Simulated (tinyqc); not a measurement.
Worked calculation (part 1 of 2): CIS on RHF in the sto-3g basis, for BH2+, spin multiplicity 1. Computed by tinyqc, a small Python program that keeps every step (integrals from PySCF). Settings: charge = 1, multiplicity = 1, basis = sto-3g, method = RHF, energy threshold = 1e-10, iteration cap = 90, orthogonalisation = canonical, start = Wolfsberg-Helmholz matrix, DIIS depth = 6. Command: `OMP_NUM_THREADS=1 python tinyqc.py 27495 27496 out.jsonl` (the two numbers bound the seeds that draw the settings). One thread of a shared host (Intel(R) Xeon(R) Processor @ 2.60GHz), about 0.07 s of CPU time with the checks. The early iterations of the SCF are left out here.

## One-electron integrals

Geometry (angstrom):
```
atom        x         y        z
B     0.00000   0.00000  0.00000
H     0.00000   1.10500  0.49700
H     0.00000  -1.10500  0.49700
```

Basis sto-3g: exponents (1/bohr^2) and contraction coefficients of normalised primitives:
```
element  l (shell)  exponent  coefficient
B            s (1)  48.79111      0.15433
B            s (1)   8.88736      0.53533
B            s (1)   2.40527      0.44463
B            s (2)   2.23696     -0.09997
B            s (2)   0.51982      0.39951
B            s (2)   0.16906      0.70012
B            p (3)   2.23696      0.15592
B            p (3)   0.51982      0.60768
B            p (3)   0.16906      0.39196
H            s (1)   3.42525      0.15433
H            s (1)   0.62391      0.53533
H            s (1)   0.16886      0.44463
```

Overlap, kinetic and nuclear-attraction integrals over the contracted functions; the nuclear repulsion is the sum of Za Zb / Rab.

nuclear repulsion = 4.6069483 hartree

overlap S:
```
          1B 1s    1B 2s   1B 2px    1B 2py   1B 2pz    2H 1s     3H 1s
1B 1s   1.00000  0.26933  0.00000   0.00000  0.00000  0.06329   0.06329
1B 2s   0.26933  1.00000  0.00000   0.00000  0.00000  0.46476   0.46476
1B 2px  0.00000  0.00000  1.00000   0.00000  0.00000  0.00000   0.00000
1B 2py  0.00000  0.00000  0.00000   1.00000  0.00000  0.43846  -0.43846
1B 2pz  0.00000  0.00000  0.00000   0.00000  1.00000  0.19721   0.19721
2H 1s   0.06329  0.46476  0.00000   0.43846  0.19721  1.00000   0.08362
3H 1s   0.06329  0.46476  0.00000  -0.43846  0.19721  0.08362   1.00000
```

kinetic energy T (hartree):
```
           1B 1s     1B 2s   1B 2px    1B 2py   1B 2pz     2H 1s     3H 1s
1B 1s   10.82630  -0.04797  0.00000   0.00000  0.00000  -0.01440  -0.01440
1B 2s   -0.04797   0.35917  0.00000   0.00000  0.00000   0.08309   0.08309
1B 2px   0.00000   0.00000  1.12388   0.00000  0.00000   0.00000   0.00000
1B 2py   0.00000   0.00000  0.00000   1.12388  0.00000   0.19978  -0.19978
1B 2pz   0.00000   0.00000  0.00000   0.00000  1.12388   0.08986   0.08986
2H 1s   -0.01440   0.08309  0.00000   0.19978  0.08986   0.76003  -0.01144
3H 1s   -0.01440   0.08309  0.00000  -0.19978  0.08986  -0.01144   0.76003
```

nuclear attraction V (hartree):
```
            1B 1s     1B 2s    1B 2px    1B 2py    1B 2pz     2H 1s     3H 1s
1B 1s   -24.02089  -3.37462   0.00000   0.00000  -0.01471  -0.79926  -0.79926
1B 2s    -3.37462  -4.61662   0.00000   0.00000  -0.12935  -1.89152  -1.89152
1B 2px    0.00000   0.00000  -4.50804   0.00000   0.00000   0.00000   0.00000
1B 2py    0.00000   0.00000   0.00000  -4.70357   0.00000  -1.68791   1.68791
1B 2pz   -0.01471  -0.12935   0.00000   0.00000  -4.54760  -0.78270  -0.78270
2H 1s    -0.79926  -1.89152   0.00000  -1.68791  -0.78270  -3.62071  -0.33954
3H 1s    -0.79926  -1.89152   0.00000   1.68791  -0.78270  -0.33954  -3.62071
```

core Hamiltonian H = T + V (hartree):
```
            1B 1s     1B 2s    1B 2px    1B 2py    1B 2pz     2H 1s     3H 1s
1B 1s   -13.19459  -3.42259   0.00000   0.00000  -0.01471  -0.81366  -0.81366
1B 2s    -3.42259  -4.25745   0.00000   0.00000  -0.12935  -1.80843  -1.80843
1B 2px    0.00000   0.00000  -3.38416   0.00000   0.00000   0.00000   0.00000
1B 2py    0.00000   0.00000   0.00000  -3.57969   0.00000  -1.48813   1.48813
1B 2pz   -0.01471  -0.12935   0.00000   0.00000  -3.42372  -0.69284  -0.69284
2H 1s    -0.81366  -1.80843   0.00000  -1.48813  -0.69284  -2.86068  -0.35098
3H 1s    -0.81366  -1.80843   0.00000   1.48813  -0.69284  -0.35098  -2.86068
```

## Two-electron integrals

Functions are numbered as in S; the eight-fold symmetry (ij|kl) = (ji|kl) = (kl|ij) leaves the list below.

Two-electron integrals (ij|kl) in chemists' order, unique and non-zero (hartree):
```
(11|11) 2.92351    (21|11) 0.51838    (21|21) 0.10926    (22|11) 0.74423
(22|21) 0.19318    (22|22) 0.54480    (31|31) 0.02026    (32|31) 0.03000
(32|32) 0.12035    (33|11) 0.74249    (33|21) 0.19324    (33|22) 0.54468
(33|33) 0.58677    (41|41) 0.02026    (42|41) 0.03000    (42|42) 0.12035
(43|43) 0.03163    (44|11) 0.74249    (44|21) 0.19324    (44|22) 0.54468
(44|33) 0.52351    (44|44) 0.58677    (51|51) 0.02026    (52|51) 0.03000
(52|52) 0.12035    (53|53) 0.03163    (54|54) 0.03163    (55|11) 0.74249
(55|21) 0.19324    (55|22) 0.54468    (55|33) 0.52351    (55|44) 0.52351
(55|55) 0.58677    (61|11) 0.12155    (61|21) 0.02553    (61|22) 0.04526
(61|33) 0.04504    (61|41) 0.00171    (61|42) 0.00313    (61|44) 0.04561
(61|51) 0.00077    (61|52) 0.00141    (61|54) 0.00026    (61|55) 0.04515
(61|61) 0.00616    (62|11) 0.27682    (62|21) 0.07288    (62|22) 0.22412
(62|33) 0.21787    (62|41) 0.00733    (62|42) 0.04350    (62|44) 0.23328
(62|51) 0.00330    (62|52) 0.01956    (62|54) 0.00693    (62|55) 0.22099
(62|61) 0.01816    (62|62) 0.12401    (63|31) 0.00752    (63|32) 0.03454
(63|43) 0.00827    (63|53) 0.00372    (63|63) 0.01420    (64|11) 0.23078
(64|21) 0.06159    (64|22) 0.19991    (64|33) 0.18925    (64|41) 0.01292
(64|42) 0.07021    (64|44) 0.21847    (64|51) 0.00243    (64|52) 0.01605
(64|54) 0.00943    (64|55) 0.19181    (64|61) 0.01615    (64|62) 0.12977
(64|64) 0.14723    (65|11) 0.10380    (65|21) 0.02770    (65|22) 0.08992
(65|33) 0.08512    (65|41) 0.00243    (65|42) 0.01605    (65|44) 0.09083
(65|51) 0.00861    (65|52) 0.04175    (65|54) 0.01083    (65|55) 0.09371
(65|61) 0.00726    (65|62) 0.05837    (65|64) 0.05983    (65|65) 0.04111
(66|11) 0.43032    (66|21) 0.11543    (66|22) 0.40016    (66|33) 0.37616
(66|41) 0.01465    (66|42) 0.11351    (66|44) 0.43569    (66|51) 0.00659
(66|52) 0.05105    (66|54) 0.02678    (66|55) 0.38820    (66|61) 0.02941
(66|62) 0.27792    (66|64) 0.31695    (66|65) 0.14256    (66|66) 0.77461
(71|11) 0.12155    (71|21) 0.02553    (71|22) 0.04526    (71|33) 0.04504
(71|41) -0.00171   (71|42) -0.00313   (71|44) 0.04561    (71|51) 0.00077
(71|52) 0.00141    (71|54) -0.00026   (71|55) 0.04515    (71|61) 0.00585
(71|62) 0.01646    (71|64) 0.01323    (71|65) 0.00659    (71|66) 0.02582
(71|71) 0.00616    (72|11) 0.27682    (72|21) 0.07288    (72|22) 0.22412
(72|33) 0.21787    (72|41) -0.00733   (72|42) -0.04350   (72|44) 0.23328
(72|51) 0.00330    (72|52) 0.01956    (72|54) -0.00693   (72|55) 0.22099
(72|61) 0.01646    (72|62) 0.08132    (72|64) 0.06299    (72|65) 0.03730
(72|66) 0.13896    (72|71) 0.01816    (72|72) 0.12401    (73|31) 0.00752
(73|32) 0.03454    (73|43) -0.00827   (73|53) 0.00372    (73|63) 0.00842
(73|73) 0.01420    (74|11) -0.23078   (74|21) -0.06159   (74|22) -0.19991
(74|33) -0.18925   (74|41) 0.01292    (74|42) 0.07021    (74|44) -0.21847
(74|51) -0.00243   (74|52) -0.01605   (74|54) 0.00943    (74|55) -0.19181
(74|61) -0.01323   (74|62) -0.06299   (74|64) -0.04192   (74|65) -0.02836
(74|66) -0.10195   (74|71) -0.01615   (74|72) -0.12977   (74|74) 0.14723
(75|11) 0.10380    (75|21) 0.02770    (75|22) 0.08992    (75|33) 0.08512
(75|41) -0.00243   (75|42) -0.01605   (75|44) 0.09083    (75|51) 0.00861
(75|52) 0.04175    (75|54) -0.01083   (75|55) 0.09371    (75|61) 0.00659
(75|62) 0.03730    (75|64) 0.02836    (75|65) 0.02514    (75|66) 0.06674
(75|71) 0.00726    (75|72) 0.05837    (75|74) -0.05983   (75|75) 0.04111
(76|11) 0.05025    (76|21) 0.01319    (76|22) 0.04038    (76|33) 0.03938
(76|44) 0.04093    (76|51) 0.00104    (76|52) 0.00608    (76|55) 0.04081
(76|61) 0.00315    (76|62) 0.01861    (76|64) 0.01703    (76|65) 0.00957
(76|66) 0.03709    (76|71) 0.00315    (76|72) 0.01861    (76|74) -0.01703
(76|75) 0.00957    (76|76) 0.00349    (77|11) 0.43032    (77|21) 0.11543
(77|22) 0.40016    (77|33) 0.37616    (77|41) -0.01465   (77|42) -0.11351
(77|44) 0.43569    (77|51) 0.00659    (77|52) 0.05105    (77|54) -0.02678
(77|55) 0.38820    (77|61) 0.02582    (77|62) 0.13896    (77|64) 0.10195
(77|65) 0.06674    (77|66) 0.23908    (77|71) 0.02941    (77|72) 0.27792
(77|74) -0.31695   (77|75) 0.14256    (77|76) 0.03709    (77|77) 0.77461
```

## Orthogonalisation

S = U s U^T; canonical form X = U s^(-1/2), so that X^T S X = 1. Each column of U has its largest component positive (the first on a tie).

eigenvalues of S: 0.30454  0.33670  0.87474  1.00000  1.07842  1.57968  1.82593

X:
```
               1         2         3        4         5         6        7
1B 1s   -0.33012   0.00000   0.79177  0.00000  -0.56113   0.00000  0.20784
1B 2s    1.24550   0.00000  -0.27802  0.00000  -0.23065   0.00000  0.46956
1B 2px   0.00000   0.00000   0.00000  1.00000   0.00000   0.00000  0.00000
1B 2py   0.00000   1.17690   0.00000  0.00000   0.00000   0.58122  0.00000
1B 2pz   0.47425   0.00000   0.60440  0.00000   0.71989   0.00000  0.17049
2H 1s   -0.83622  -0.89019  -0.19195  0.00000   0.14313   0.38421  0.35701
3H 1s   -0.83622   0.89019  -0.19195  0.00000   0.14313  -0.38421  0.35701
```

## Iteration 7 (converged): orbitals

converged F (hartree):
```
           1B 1s     1B 2s    1B 2px    1B 2py    1B 2pz     2H 1s     3H 1s
1B 1s   -7.94455  -2.30775   0.00000   0.00000   0.00846  -0.55374  -0.55374
1B 2s   -2.30775  -1.45670   0.00000   0.00000  -0.11186  -0.73640  -0.73640
1B 2px   0.00000   0.00000  -0.17630   0.00000   0.00000   0.00000   0.00000
1B 2py   0.00000   0.00000   0.00000  -0.66765   0.00000  -0.52363   0.52363
1B 2pz   0.00846  -0.11186   0.00000   0.00000  -0.22734  -0.19932  -0.19932
2H 1s   -0.55374  -0.73640   0.00000  -0.52363  -0.19932  -0.71442  -0.15068
3H 1s   -0.55374  -0.73640   0.00000   0.52363  -0.19932  -0.15068  -0.71442
```

Diagonalise F' = X^T F X, C = X C', fill 3 alpha and 3 beta electrons from the bottom; D = 2 C_occ C_occ^T. Each column has its largest component positive (the first on a tie).

F' = X^T F X (hartree):
```
          1         2         3         4         5         6         7
1   0.14901   0.00000   0.59309   0.00000  -0.37995   0.00000   0.13912
2   0.00000   0.37613   0.00000   0.00000   0.00000  -0.00276   0.00000
3   0.59309   0.00000  -3.90624   0.00000   3.25543   0.00000  -1.83385
4   0.00000   0.00000   0.00000  -0.17630   0.00000   0.00000   0.00000
5  -0.37995   0.00000   3.25543   0.00000  -3.10628   0.00000   1.75275
6   0.00000  -0.00276   0.00000   0.00000   0.00000  -0.85969   0.00000
7   0.13912   0.00000  -1.83385   0.00000   1.75275   0.00000  -2.06594
```

orbital energies (hartree): MO1 -7.94910, MO2 -0.99526, MO3 -0.85970, MO4 -0.23349, MO5 -0.17630, MO6 0.24840, MO7 0.37613

coefficients C:
```
             MO1       MO2       MO3       MO4      MO5       MO6       MO7
1B 1s    0.99218  -0.23683   0.00000   0.12120  0.00000  -0.19685   0.00000
1B 2s    0.03038   0.66069   0.00000  -0.51274  0.00000   1.09632   0.00000
1B 2px   0.00000   0.00000   0.00000   0.00000  1.00000   0.00000   0.00000
1B 2py   0.00000   0.00000   0.58385   0.00000  0.00000   0.00000   1.17559
1B 2pz   0.00125   0.10126   0.00000   0.84592  0.00000   0.64163   0.00000
2H 1s   -0.00534   0.30466   0.38221   0.20743  0.00000  -0.86498  -0.89105
3H 1s   -0.00534   0.30466  -0.38221   0.20743  0.00000  -0.86498   0.89105
```

D after iteration 7:
```
           1B 1s     1B 2s   1B 2px    1B 2py    1B 2pz     2H 1s     3H 1s
1B 1s    2.08102  -0.25265  0.00000   0.00000  -0.04549  -0.15490  -0.15490
1B 2s   -0.25265   0.87486  0.00000   0.00000   0.13388   0.40225   0.40225
1B 2px   0.00000   0.00000  0.00000   0.00000   0.00000   0.00000   0.00000
1B 2py   0.00000   0.00000  0.00000   0.68176   0.00000   0.44631  -0.44631
1B 2pz  -0.04549   0.13388  0.00000   0.00000   0.02051   0.06169   0.06169
2H 1s   -0.15490   0.40225  0.00000   0.44631   0.06169   0.47787  -0.10648
3H 1s   -0.15490   0.40225  0.00000  -0.44631   0.06169  -0.10648   0.47787
```

## Convergence

Stop when the energy changes by less than 1e-10 hartree and every element of the error matrix X^T (F D S - S D F) X is below 3e-06.

Course of the cycle:
```
iteration  E (hartree)     change  largest element of the error matrix
1          -25.0979110          -                             2.41e-01
2          -25.1368999  -3.90e-02                             4.16e-02
3          -25.1416985  -4.80e-03                             1.11e-02
4          -25.1421439  -4.45e-04                             3.11e-04
5          -25.1421440  -8.82e-08                             2.81e-05
6          -25.1421440  -1.50e-09                             4.01e-06
7          -25.1421440  -3.20e-11                             9.43e-08
```

PySCF RHF in the same basis = -25.1421440 hartree

Converged in 7 iterations.

## Integrals over molecular orbitals

(pq|rs) = sum C_ip C_jq C_kr C_ls (ij|kl), one index at a time.

one-electron integrals over orbitals h = C^T H C (hartree):
```
           1         2         3         4         5         6         7
1  -13.18114   0.28955   0.00000  -0.16454   0.00000   0.20572   0.00000
2    0.28955  -3.48205   0.00000   0.07226   0.00000  -0.48791   0.00000
3    0.00000   0.00000  -3.28184   0.00000   0.00000   0.00000  -0.53648
4   -0.16454   0.07226   0.00000  -3.30359   0.00000  -0.23419   0.00000
5    0.00000   0.00000   0.00000   0.00000  -3.38416   0.00000   0.00000
6    0.20572  -0.48791   0.00000  -0.23419   0.00000  -2.70115   0.00000
7    0.00000   0.00000  -0.53648   0.00000   0.00000   0.00000  -2.69710
```

Two-electron integrals over orbitals (pq|rs), unique and non-zero (hartree):
```
(11|11) 2.89101    (21|11) -0.25814   (21|21) 0.03664    (22|11) 0.62351
(22|21) -0.00830   (22|22) 0.47765    (31|31) 0.00918    (32|31) 0.01568
(32|32) 0.14617    (33|11) 0.56992    (33|21) -0.00371   (33|22) 0.47247
(33|33) 0.49272    (41|11) 0.13072    (41|21) -0.01615   (41|22) 0.01273
(41|33) 0.00619    (41|41) 0.02556    (42|11) -0.06271   (42|21) 0.00614
(42|22) 0.02326    (42|33) 0.01692    (42|41) 0.01486    (42|42) 0.06927
(43|31) -0.00212   (43|32) 0.02010    (43|43) 0.02870    (44|11) 0.71362
(44|21) -0.01213   (44|22) 0.44792    (44|33) 0.43527    (44|41) -0.01125
(44|42) -0.06832   (44|44) 0.58756    (51|51) 0.02169    (52|51) 0.02199
(52|52) 0.07490    (53|53) 0.01985    (54|51) -0.01093   (54|52) -0.02917
(54|54) 0.04146    (55|11) 0.74201    (55|21) -0.00973   (55|22) 0.47437
(55|33) 0.44578    (55|41) 0.00453    (55|42) -0.03153   (55|44) 0.51204
(55|55) 0.58677    (61|11) -0.20561   (61|21) 0.03117    (61|22) -0.00221
(61|33) -0.00109   (61|41) -0.00444   (61|42) 0.01304    (61|44) -0.01612
(61|55) -0.00555   (61|61) 0.03135    (62|11) 0.19400    (62|21) -0.00689
(62|22) 0.04422    (62|33) 0.00796    (62|41) 0.01252    (62|42) -0.00188
(62|44) 0.06225    (62|55) 0.09678    (62|61) -0.00022   (62|62) 0.08716
(63|31) 0.00041    (63|32) -0.07095   (63|43) -0.02247   (63|63) 0.07716
(64|11) 0.07542    (64|21) 0.00040    (64|22) 0.02337    (64|33) 0.00391
(64|41) 0.00712    (64|42) 0.00833    (64|44) 0.03181    (64|55) 0.03365
(64|61) 0.00444    (64|62) 0.04523    (64|64) 0.03083    (65|51) 0.01759
(65|52) 0.05314    (65|54) -0.01237   (65|65) 0.04522    (66|11) 0.61067
(66|21) -0.00707   (66|22) 0.48354    (66|33) 0.47840    (66|41) 0.02157
(66|42) 0.05656    (66|44) 0.41577    (66|55) 0.45263    (66|61) 0.00384
(66|62) 0.02686    (66|64) 0.02070    (66|66) 0.53332    (71|31) 0.01426
(71|32) 0.02132    (71|43) -0.00386   (71|63) 0.00104    (71|71) 0.02234
(72|31) 0.00746    (72|32) -0.01882   (72|43) -0.02908   (72|63) 0.05115
(72|71) 0.01114    (72|72) 0.05346    (73|11) 0.21768    (73|21) -0.00659
(73|22) 0.03610    (73|33) 0.02435    (73|41) -0.00129   (73|42) -0.04893
(73|44) 0.10267    (73|55) 0.10309    (73|61) -0.00678   (73|62) 0.06992
(73|64) 0.03042    (73|66) -0.00900   (73|73) 0.10622    (74|31) -0.00864
(74|32) -0.06609   (74|43) 0.00794    (74|63) 0.03667    (74|71) -0.01275
(74|72) 0.00299    (74|74) 0.05120    (75|53) 0.01660    (75|75) 0.01826
(76|31) 0.01052    (76|32) 0.12068    (76|43) 0.03160    (76|63) -0.08340
(76|71) 0.01432    (76|72) -0.04453   (76|74) -0.05359   (76|76) 0.12796
(77|11) 0.66219    (77|21) -0.00960   (77|22) 0.47264    (77|33) 0.49279
(77|41) 0.00365    (77|42) -0.00046   (77|44) 0.46839    (77|55) 0.46535
(77|61) -0.00768   (77|62) 0.00826    (77|64) 0.00034    (77|66) 0.48761
(77|73) 0.03440    (77|77) 0.52280
```

## CIS matrix, singlets

A(ia,jb) = (e_a - e_i) d_ij d_ab + 2 (ia|jb) - (ij|ab).

CIS matrix A, singlet (hartree):
```
          1>4      1>5       1>6       1>7       2>4      2>5       2>6       2>7
1>4   7.05310  0.00000  -0.08429   0.00000   0.04185  0.00000   0.02464   0.00000
1>5   0.00000  7.07417   0.00000   0.00000   0.00000  0.05371   0.00000   0.00000
1>6  -0.08429  0.00000   7.64952   0.00000   0.02567  0.00000   0.00662   0.00000
1>7   0.00000  0.00000   0.00000   7.70772   0.00000  0.00000   0.00000   0.03188
2>4   0.04185  0.00000   0.02567   0.00000   0.45238  0.00000  -0.02714   0.00000
2>5   0.00000  0.05371   0.00000   0.00000   0.00000  0.49440   0.00000   0.00000
2>6   0.02464  0.00000   0.00662   0.00000  -0.02714  0.00000   0.93444   0.00000
2>7   0.00000  0.00000   0.00000   0.03188   0.00000  0.00000   0.00000   1.00567
3>4   0.00000  0.00000   0.00000   0.00092   0.00000  0.00000   0.00000   0.00793
3>5   0.00000  0.00000   0.00000   0.00000   0.00000  0.00000   0.00000   0.00000
3>6   0.00000  0.00000   0.00000  -0.00845   0.00000  0.00000   0.00000  -0.01839
3>7   0.00606  0.00000  -0.02408   0.00000  -0.03176  0.00000   0.01915   0.00000

          3>4      3>5       3>6       3>7
1>4   0.00000  0.00000   0.00000   0.00606
1>5   0.00000  0.00000   0.00000   0.00000
1>6   0.00000  0.00000   0.00000  -0.02408
1>7   0.00092  0.00000  -0.00845   0.00000
2>4   0.00000  0.00000   0.00000  -0.03176
2>5   0.00000  0.00000   0.00000   0.00000
2>6   0.00000  0.00000   0.00000   0.01915
2>7   0.00793  0.00000  -0.01839   0.00000
3>4   0.24833  0.00000  -0.04885   0.00000
3>5   0.00000  0.27732   0.00000   0.00000
3>6  -0.04885  0.00000   0.78401   0.00000
3>7   0.00000  0.00000   0.00000   0.95547
```

## CIS singlet states

dipole integrals <i|r|a> (bohr):
```
           x         y         z
1>4  0.00000   0.00000   0.10344
1>5  0.11873   0.00000   0.00000
1>6  0.00000   0.00000   0.06068
1>7  0.00000   0.10318   0.00000
2>4  0.00000   0.00000   0.84006
2>5  0.82602   0.00000   0.00000
2>6  0.00000   0.00000  -0.05830
2>7  0.00000  -0.49523   0.00000
3>4  0.00000   0.18437   0.00000
3>5  0.00000   0.00000   0.00000
3>6  0.00000  -1.05940   0.00000
3>7  0.00000   0.00000  -0.61819
```

Diagonalise A (1 hartree = 27.211386 eV); each vector has its largest component positive (the first on a tie). The transition dipole is mu = sqrt2 sum c_ia <i|r|a>.

singlet excitation energies (eV): 6.63572  7.54623  12.20781  13.44129  21.40920  25.11917  26.39500  27.40777  191.61798  192.50983  208.47591  209.74220

lowest vectors:
```
      state 1  state 2   state 3   state 4   state 5   state 6
1>4   0.00000  0.00000  -0.00662   0.00000   0.00000  -0.00285
1>5   0.00000  0.00000   0.00000  -0.00816   0.00000   0.00000
1>6   0.00000  0.00000  -0.00348   0.00000   0.00000  -0.00269
1>7   0.00001  0.00000   0.00000   0.00000   0.00082   0.00000
2>4   0.00000  0.00000   0.99671   0.00000   0.00000  -0.01447
2>5   0.00000  0.00000   0.00000   0.99997   0.00000   0.00000
2>6   0.00000  0.00000   0.05369   0.00000   0.00000   0.85353
2>7  -0.00820  0.00000   0.00000   0.00000   0.08647   0.00000
3>4   0.99593  0.00000   0.00000   0.00000  -0.08875   0.00000
3>5   0.00000  1.00000   0.00000   0.00000   0.00000   0.00000
3>6   0.08979  0.00000   0.00000   0.00000   0.99229   0.00000
3>7   0.00000  0.00000   0.06034   0.00000   0.00000  -0.52084
```

oscillator strengths 2/3 w |mu|^2: 0.00279  0.00000  0.37898  0.44830  1.29330  0.08294
